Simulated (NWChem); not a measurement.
System: methane (CH₄); SMILES C

Computed with NWChem. Pople sets run with spherical d functions. B3LYP is NWChem's, with the RPA form of VWN correlation. Each level has its own optimisation; frequencies are unscaled.

| level | r C–H (Å) | highest harmonic frequency (cm⁻¹) | lowest (cm⁻¹) | zero-point energy (kcal/mol) |
|---|---|---|---|---|
| Hartree-Fock/STO-3G | 1.083 | … | … | … |
| Hartree-Fock/3-21G | 1.083 | 3280 | 1520 | 30.1 |
| Hartree-Fock/6-31G* | 1.084 | 3298 | 1488 | 30.0 |
| B3LYP/6-31G* | 1.093 | 3162 | 1373 | 28.4 |
| LDA (Slater exchange, VWN5)/def2-SVP | 1.107 | 3121 | 1233 | 27.1 |
| PBE/def2-SVP | 1.106 | 3112 | 1262 | 27.2 |
| BLYP/def2-SVP | 1.106 | 3075 | 1278 | 27.1 |
| PBE0/def2-SVP | 1.098 | 3199 | 1308 | 28.0 |

Question: Complete the blanks.

Answer: 
- Hartree-Fock/STO-3G, highest harmonic frequency (cm⁻¹): 3787
- Hartree-Fock/STO-3G, lowest (cm⁻¹): 1676
- Hartree-Fock/STO-3G, zero-point energy (kcal/mol): 33.9
